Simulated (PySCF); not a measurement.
# GeH₃, quartet: the ladder up to full CI

Geometry: that of the GeH3, doublet, kept fixed. The doublet lies 8.6 eV lower here.

```xyz
4

Ge    0.0000    0.0000   -0.0187
H     1.4650    0.0169    0.4526
H    -0.7483    1.2611    0.4484
H    -0.7191   -1.2778    0.4488
```

Basis 6-31G (Cartesian d functions); PySCF 2.14.0. Correlated methods freeze the noble-gas cores and the filled d shells of p-block atoms, which leaves 7 electrons in 21 orbitals. R marks a restricted (for open shells ROHF) determinant, U an unrestricted one. No spin–orbit coupling is included, and no scalar relativity.

Full CI is exact within this basis and frozen core; it isn't the basis-set limit. The frozen core follows each run's orbitals, which can shift R against U totals by a few meV for light atoms and by up to 0.1 eV past Ca.

The UHF ⟨S²⟩ is 3.753 and the T1 diagnostic (ROHF- or RHF-based CCSD) is 0.0247. The largest doubles amplitude (ROHF- or RHF-based CCSD) is 0.053.

```tsv
level	E − E(RHF) (eV)
RMP2	-1.1448
RCCSD	-1.6592
RCCSD(T)	-1.6916
```

Q: Estimate how far full CI in 6-31G lies from RCCSD(T). The table doesn't fix it; the size of (T) and the diagnostics are the guide.

A: Full CI in 6-31G lies 1.06 kcal/mol below RCCSD(T), which is 141 % of the (T) step (-0.75 kcal/mol). The diagnostics give no warning, yet the rest exceeds (T). The miss exceeds 1 kcal/mol.

The other levels:

```
 level  E − E(full CI) (kcal/mol)  share of correlation (%)  wall time
RCCSDT                       0.18                     99.54       12 s
```

The correlation energy at full CI, counted from RHF, is -1.737 eV. Full CI, over all symmetries tried, took 10 min on 1 thread of Arm Neoverse V1, shared host; the state has 2,133,000 determinants.

Run but not shown, since their state, orbitals or frozen core can't be matched to the reference's or they repeat it: UHF, UMP2, UCCSD, UCCSD(T).

Times are those of the correlated step on a shared host, with one SCF added for the restricted CCSD run; they ran on 1 thread of Arm Neoverse V1.

The full-CI state has the irrep A' of Cs, in the program's axes (one component, if the state is degenerate).

Natural occupations of full CI about the gap: 1.955 1.779 1.187 0.997 0.808 0.197 0.044 0.010 0.007 0.005; effectively unpaired electrons, Σ n²(2−n)², 3.16.
